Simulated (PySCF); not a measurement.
# Name the molecule from its bond curve

A diatomic of charge +1 contains P. Its quartet curve at ROHF-CCSD in a double-zeta basis (spin-free X2C with a Gaussian nucleus, PySCF), in eV from the separated fragments:

```csv
R (Å),E (eV)
2.268,0.046
2.369,-0.126
2.444,-0.205
2.520,-0.256
2.596,-0.287
2.696,-0.307
2.822,-0.311
2.974,-0.296
```

The fit gives ωe = 139 cm⁻¹ and the rotational constant Bₑ = 0.1508 cm⁻¹.

Problem. Which atom is the partner?

Solution. The minimum lies at 2.784 Å, so the reduced mass is 16.8576 u Å² cm⁻¹/(Bₑ·Re²) = 14.42 u. With P at 30.97 u the partner weighs about 27.0 u: Al. The molecule is AlP⁺.

Correlated steps freeze 10 core orbitals. The state was picked by a PBE0 search and need not be the measured ground state.
